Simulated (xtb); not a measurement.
**AlO (oxoaluminum) at GFN-FF**

Wanted: energy and forces of AlO (oxoaluminum). 

The results are computed with xtb 6.7.1.

8 further runs of the same task are left out: 8 set aside as unsound or not needed.

### Step 1. The structure to begin with

AlO: 2 atoms, total charge 0, spin state doublet. SMILES: `[O]=[Al]`. The shape comes from GFN2-xTB, which is rough for such elements, and wasn't checked as a minimum.

Bond lengths: O1–Al2 1.570 Å.

### Step 2. Energy and forces at GFN-FF

struc.xyz

```xyz
2
AlO
O      0.000000     0.000000     0.000000
Al     0.000000     0.000000     1.570050
```

Launch:

```console
xtb struc.xyz --gff --grad -u 1 > out.txt
```

Q: Predict the results. Wanted: steric energy; dipole moment; dispersion energy; largest force on an atom.

Answer, from the run:

Level: GFN-FF.

| quantity | value |
| --- | --- |
| steric energy (arbitrary zero) | -0.16228 Eh |
| dipole moment (from atomic charges) | 3.12 D |
| dispersion energy | -0.94 kJ/mol |
| largest force on an atom | 2.505 eV/Å |

What this shows: The largest force is 2.50 eV/Å: the shape isn't a stationary point for this species at this level.
